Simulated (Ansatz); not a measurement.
Geometry optimisation, Ansatz 0.2.0, RKS B3LYP/6-31G*.

The input (input.yaml):

```yaml
crystal:
  periodic: [false, false, false]
  atoms:
    - { symbol: Si, position_ang: [0.0, 0.0, 0.0] }
    - { symbol: C, position_ang: [0.0, 0.0, 1.87] }
    - { symbol: H, position_ang: [-0.9996, -0.3092, 2.2405] }
    - { symbol: H, position_ang: [0.7676, -0.7111, 2.2405] }
    - { symbol: H, position_ang: [0.232, 1.0203, 2.2405] }
    - { symbol: Si, position_ang: [2.0935, 0.0, -0.7393] }
    - { symbol: H, position_ang: [2.5508, -1.3762, -0.9079] }
    - { symbol: H, position_ang: [2.1573, 0.6939, -2.0222] }
    - { symbol: H, position_ang: [2.951, 0.6823, 0.2255] }
    - { symbol: H, position_ang: [-0.6877, 1.1914, -0.4862] }
    - { symbol: H, position_ang: [-0.6877, -1.1914, -0.4862] }
basis:
  gaussian: { orbitals: "6-31G*" }
hamiltonian:
  xc: b3lyp
relax:
  f_tol: 0.02
  max_steps: 40
```

Command:

```bash
$ ansatz run input.yaml --threads 1 --pin off --max-ram 2048MiB --backend cpu --events-out ev --progress --plain --runs-dir out
```

Question: Where does it end, and by what steps?

Answer: The run converged. The force dipped under the threshold on the way, but the program's further checks kept it going. After 10 steps the energy has fallen by 0.255 eV; H9 moved furthest, 0.65 Å.

| step | energy less start (eV) | largest force component (eV/Å) | accepted |
| --- | --- | --- | --- |
| 0 | 0.0000 | 0.886 | yes |
| 1 | -0.2145 | 0.395 | yes |
| 2 | -0.2314 | 0.184 | yes |
| 3 | -0.2351 | 0.064 | yes |
| 4 | -0.2434 | 0.012 | yes |
| 5 | -0.2452 | 0.243 | yes |
| 6 | -0.2504 | 0.101 | yes |
| 7 | -0.2529 | 0.006 | yes |
| 8 | -0.2533 | 0.145 | yes |
| 9 | -0.2547 | 0.027 | yes |
| 10 | -0.2550 | 0.002 | yes |

```xyz
11
Properties=species:S:1:pos:R:3
Si -0.022 0.068 0.045
C -0.067 -0.122 1.931
H -1.101 -0.116 2.294
H 0.396 -1.064 2.245
H 0.468 0.698 2.423
Si 2.170 0.060 -0.810
H 2.861 -1.225 -0.502
H 2.169 0.238 -2.289
H 2.980 1.162 -0.215
H -0.687 1.344 -0.352
H -0.790 -1.041 -0.595
```

Whether the end is a true minimum wasn't checked by a vibrational analysis.

Run time: 51 s on 1 thread of Intel(R) Xeon(R) Platinum 8259CL CPU @ 2.50GHz (Skylake/Cascade Lake), on a shared host, peak memory 0.15 GiB.
